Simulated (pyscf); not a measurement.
Single points on ωB97X-D3(BJ)/def2-SVP structures (PySCF, gas phase).

SMILES: [Cl][W](=[O])([Cl])([Cl])[Cl]
```xyz
6

O      1.7920    -0.0666    -0.9393
W      0.3138     0.2822    -0.2694
Cl    -0.6295     1.7552    -1.7455
Cl    -1.0885    -1.2940    -1.1569
Cl     0.2679    -0.9565     1.6550
Cl     0.7185     2.0945     1.0691
```
Charge 0, spin multiplicity 1.

Problem. What is the homolytic dissociation enthalpy (298 K, ωB97M-D3(BJ)/def2-TZVP) of the Cl–W bond of `[O]=[W]([Cl])([Cl])([Cl])[Cl]`, to [O=W(Cl)(Cl)–Cl]• + Cl•?

Solution. Cl–W to [O=W(Cl)(Cl)–Cl]• + Cl•: 264.3 kJ/mol. The 7 functionals that were run give +254.2 (M06-2X) to +313.6 kJ/mol (PBE). The radicals are drawn with the spin at the cut bond; how far it spreads was not checked. Other isomers of [O=W(Cl)(Cl)–Cl]• were not searched in full and may lie lower. Left out: the spin-orbit lowering of Cl. Open-shell species with a d-block atom are single-reference here; other states, and whether the spin sits on metal or ligand, were not checked. Elements past Kr carry the def2 core potentials, without spin-orbit coupling.
